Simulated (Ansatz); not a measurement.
**AlPH+ (triplet): wave-function methods side by side, def2-TZVPP**

The task here is to estimate one member of a computed series from the others.

Computed with Ansatz 0.2.0, Gaussian basis. Level: def2-TZVPP, core rule «outside noble gas», up to 10 orbitals frozen.

Plan: UHF; ROHF; CCSD(T) on UHF.

2 further runs of the same task are left out: 2 set aside as unsound or not needed.

## The system

The geometry is a PBE0/def2-TZVP stationary point (not a proven minimum) of the parent state, kept for this charge and spin.

3 atoms, charge 1, spin multiplicity 3.

Atoms are counted from 1 here; the program's logs count them from 0.

Bond lengths: Al1–P2 2.144 Å, Al1–H3 1.581 Å. Angles: P2–Al1–H3 180.0°.

Geometry (Å):

```xyz
3

Al    0.00000    0.00000    0.18760
P     0.00000    0.00000   -1.95660
H     0.00000    0.00000    1.76900
```

Set-up of the first run:

File in.yaml:

```yaml
crystal:
  periodic: [false, false, false]
  atoms:
    - {symbol: Al, position_ang: [0.000000, 0.000000, 0.187600]}
    - {symbol: P, position_ang: [0.000000, 0.000000, -1.956600]}
    - {symbol: H, position_ang: [0.000000, 0.000000, 1.769000]}
basis:
  gaussian: {orbitals: def2-TZVPP}
total_charge: 1
magnetization: {spin_polarized: true, initial_magnetization: 2}
hamiltonian: {xc: hf}
output: {orbitals: {seedname: orbitals}}
```

Started as:

```sh
> ansatz run in.yaml --threads 1 --pin off --events-out ev --progress --plain --max-ram 4096MiB --backend cpu
```

Steps of the session up to this table: UHF; ROHF; CCSD(T) on UHF.

One table of the session follows, with a row left open; its other results are not shown here.

It belongs to the step «Misses and costs». 

```
  method  from UCCSD(T) (meV)
    ROHF              +5144.1
     UHF                    ?
    UMP2              +1048.9
   UCCSD               +192.7
UCCSD(T)                    0
```

**Question.** Estimate the row for UHF.

**Answer.** from UCCSD(T) (meV): +4992.5. In the column «from UCCSD(T) (meV)» it lies between UMP2 (+1048.9) and ROHF (+5144.1).
